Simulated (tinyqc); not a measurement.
Extended Hueckel theory, for BH+, step by step. The parameters take no account of the charge, which enters only through the electron count. One step of it, computed by the program tinyqc.

Task: Wolfsberg-Helmholz matrix. H_ij = K' S_ij (H_ii + H_jj)/2 for i != j (the diagonal keeps H_ii), with K' = K + D^2 + D^4 (1 - K), D = (H_ii - H_jj)/(H_ii + H_jj), K = 1.75.

overlap S, order 1B 2s, 1B 2px, 1B 2py, 1B 2pz, 2H 1s:
$$\begin{pmatrix}
1.000000 & 0.000000 & 0.000000 & 0.000000 & 0.522759 \\
0.000000 & 1.000000 & 0.000000 & 0.000000 & 0.000000 \\
0.000000 & 0.000000 & 1.000000 & 0.000000 & 0.000000 \\
0.000000 & 0.000000 & 0.000000 & 1.000000 & 0.551816 \\
0.522759 & 0.000000 & 0.000000 & 0.551816 & 1.000000
\end{pmatrix}$$

diagonal H_ii (eV): 1B 2s -15.200000, 1B 2px -8.500000, 1B 2py -8.500000, 1B 2pz -8.500000, 2H 1s -13.600000

K = 1.750000

Give: H.

Result:

H (eV), order 1B 2s, 1B 2px, 1B 2py, 1B 2pz, 2H 1s:
$$\begin{pmatrix}
-15.2000 & 0.0000 & 0.0000 & 0.0000 & -13.1967 \\
0.0000 & -8.5000 & 0.0000 & 0.0000 & 0.0000 \\
0.0000 & 0.0000 & -8.5000 & 0.0000 & 0.0000 \\
0.0000 & 0.0000 & 0.0000 & -8.5000 & -10.9825 \\
-13.1967 & 0.0000 & 0.0000 & -10.9825 & -13.6000
\end{pmatrix}$$
